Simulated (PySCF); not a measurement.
A mixed set of molecules.

All values: CAM-B3LYP/def2-SVPD (PySCF) at PBE0-D3(BJ)/def2-SVP geometries, gas phase, one conformer each. Core orbitals are frozen in the response; Δα² is half the sum of the squared differences of the principal polarisabilities.

(1) Rank by mean static polarisability, highest first.
A. `C=CP1(=S)CCSCC1` (C6H11PS2)
B. `C=C(C)n1cccc1` (C7H9N)
C. `C[Si](C)(C)Cl` (C3H9ClSi)
D. `P=S` (HPS)

(2) Rank by HOMO–LUMO gap, highest first.
A. `Cc1ccc(cc1)N` (C7H9N)
B. `P=S` (HPS)
C. `C=C(C)N1C=CC=C1` (C7H9N)
D. `C[Si](C)(C)Cl` (C3H9ClSi)

(3) Rank by dipole moment, highest first.
A. p-toluidine, `Cc1ccc(cc1)N`
B. `Cc1ccccc1N`
C. `[Si](C)(C)(C)Cl` (trimethylchlorosilane)
D. `[CH2:1]=[CH:2][P:3]1(=[S:4])[CH2:5][CH2:6][S:7][CH2:8][CH2:9]1` with C1–C2–P3–S4 1°, C2–P3–C5–C6 -168°, P3–C5–C6–S7 67°, C5–C6–S7–C8 -62°, C6–S7–C8–C9 62°

Answers

(1) A (19.70 Å³), B (13.48 Å³), C (11.34 Å³), D (6.84 Å³).

(2) D (10.73 eV), C (8.05 eV), A (7.87 eV), B (5.60 eV).

(3) D (3.85 D), C (2.42 D), B (1.70 D), A (1.38 D).

All values together:

| SMILES | formula | μ (D) | HOMO (eV) | LUMO (eV) | α (Å³) | Δα (Å³) | electrons | α per electron (Å³) | ΔSCF removal energy (eV) |
| --- | --- | --- | --- | --- | --- | --- | --- | --- | --- |
| C=C(C)n1cccc1 | C7H9N | 1.37 | -7.49 | 0.56 | 13.48 | 8.21 | 58 | 0.232 | 8.18 |
| C[Si](C)(C)Cl | C3H9ClSi | 2.42 | -9.76 | 0.97 | 11.34 | 0.58 | 58 | 0.195 | – |
| C=CP1(=S)CCSCC1 | C6H11PS2 | 3.85 | -7.72 | 0.14 | 19.70 | 5.67 | 94 | 0.210 | 8.39 |
| Cc1ccccc1N | C7H9N | 1.70 | -7.05 | 1.08 | 13.51 | 7.80 | 58 | 0.233 | 7.72 |
| P=S | HPS | 1.52 | -8.17 | -2.56 | 6.84 | 3.80 | 32 | 0.214 | 9.30 |
| Cc1ccc(N)cc1 | C7H9N | 1.38 | -6.91 | 0.95 | 13.67 | 8.81 | 58 | 0.236 | 7.59 |

Conformers: `[CH2:1]=[C:2]([CH3:3])[n:4]1[cH:5][cH:6][cH:7][cH:8]1` with C1–C2–N4–C5 -178°; `[CH2:1]=[CH:2][P:3]1(=[S:4])[CH2:5][CH2:6][S:7][CH2:8][CH2:9]1` with C1–C2–P3–S4 1°, C2–P3–C5–C6 -168°, P3–C5–C6–S7 67°, C5–C6–S7–C8 -62°, C6–S7–C8–C9 62°.

A dash marks a removal energy that wasn't run or isn't settled.

Q: By how much does the ΔSCF value exceed −ε(HOMO) over the species that have both?

A: By 0.66 to 1.13 eV, 0.77 eV on average, over 5 species.
